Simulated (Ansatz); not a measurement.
System: NO, charge -1, multiplicity 1. 
Structure (B3LYP-D3(BJ)/def2-TZVP (Ansatz, a quantum-chemistry and plane-wave program) minimum search):
```xyz
2

N      0.0000     0.0000    -0.6716
O      0.0000     0.0000     0.5876
```
Charge -1, spin multiplicity 1.

Parts of the frozen-core correlation energy in cc-pVDZ (Ansatz, hartree). Frozen orbitals: 2; correlated occupied orbitals by spin: 6 and 6; virtual: 20 and 20. Spin-orbit coupling is left out. No relativistic terms. The restricted reference is unstable.

| term | value |
|---|---|
| reference (HF) | -129.14247 |
| MP2 opposite-spin | -0.24476 |
| MP2 same-spin | -0.08779 |
| CCSD correlation | -0.34412 |
| (T) | -0.01177 |
| CCSDT minus CCSD(T) | -0.00624 |
| CCSDT(Q) minus CCSD(T) | -0.01168 |
| T1 diagnostic | 0.021 |
| largest doubles amplitude | 0.133 |
